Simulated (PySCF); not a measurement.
# Structure from NMR data

The spectra below were simulated for a compound C4H10N2.

$^{1}$H NMR (500 MHz, computed): δ 2.60 (s, 8H), 0.43 (br s, 2H).

$^{13}$C{$^{1}$H} NMR (computed): δ 53.1 (CH2).

Computational details: couplings computed with B3LYP/pcJ-1 (spin–dipole term only in couplings to heteroatoms), coordinates at the PBE0-D3(BJ)/def2-SVP level, σ from GIAO-B97-2/pcSseg-2, in PySCF 2.14.0 with density-fitted response routines (non-relativistic, equivalent nuclei averaged, no solvent, single conformer).

Referencing at the same level of theory: $^{1}$H (σ = 31.36 ppm) and $^{13}$C (σ = 183.46 ppm) against TMS.

Problem. Propose a structure and justify it.

Solution. 
- The formula gives 1 degree of unsaturation (1 ring in the answer).
- 1 carbon signal for 4 carbons: some carbons are equivalent by symmetry or fast rotation.
- Carbon types of the structure: 4 × CH2, leaving 2 H on heteroatoms.
- δC 53.1: sp3 CH2 bonded to N; pulled downfield by the heteroatom.
- δH 2.60: hydrogen on an sp3 CH2 bonded to N; its carbon carries N, which withdraws density.
- δH 0.43: hydrogen on an amine nitrogen; exchangeable; this is the value without hydrogen bonding to other molecules.

Structure: piperazine.

The shifts were computed for this structure.

OH and NH positions are those of a molecule without intermolecular hydrogen bonds; in solution they move with solvent, concentration and temperature, and exchange usually removes their couplings. Shifts are as computed. Against solution values, carbons near 30 ppm lie about +4 ppm off and those near 130 ppm about +7 ppm. Of 1211 compounds with measured shifts, 218 miss one by over three times the rms of a fit or turn the order of signals round; such compounds aren't used in these exercises. Couplings to exchangeable protons are dropped.
